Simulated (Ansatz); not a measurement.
# AlCl2H: the cost of one run

Program: Ansatz 0.2.0. Level of theory: RKS PBE0-D4/def2-SVP. These are calculated values, not measurements.

## 1. The system as given

Bond lengths: Al1–H2 1.560 Å, Al1–Cl3 2.230 Å, Al1–Cl4 2.230 Å. Angles: H2–Al1–Cl3 120.0°, H2–Al1–Cl4 120.0°, Cl3–Al1–Cl4 120.0°.

As a file:

```xyz
4

Al    0.0000    0.0000    0.0000
H     0.0000    0.0000    1.5600
Cl    1.9312    0.0000   -1.1150
Cl   -1.9312    0.0000   -1.1150
```

## 2. Preparing the start

File input.yaml:

```yaml
crystal:
  periodic: [false, false, false]
  atoms:
    - { symbol: Al, position_ang: [0.0, 0.0, 0.0] }
    - { symbol: H, position_ang: [0.0, 0.0, 1.56] }
    - { symbol: Cl, position_ang: [1.9312, 0.0, -1.115] }
    - { symbol: Cl, position_ang: [-1.9312, 0.0, -1.115] }
basis:
  gaussian: { orbitals: def2-SVP }
hamiltonian:
  xc: pbe0
  dispersion: d4
relax:
  f_tol: 0.02
  max_steps: 40
```

The run is started by

```bash
$ ansatz run input.yaml --threads 1 --pin off --max-ram 2048MiB --backend cpu --events-out ev --progress --plain --runs-dir out
```

**Question.** How long does this run take on 1 thread of Arm Neoverse V2, shared host, and how much memory does it need?

About 6.2 s, with a peak of 0.11 GiB.
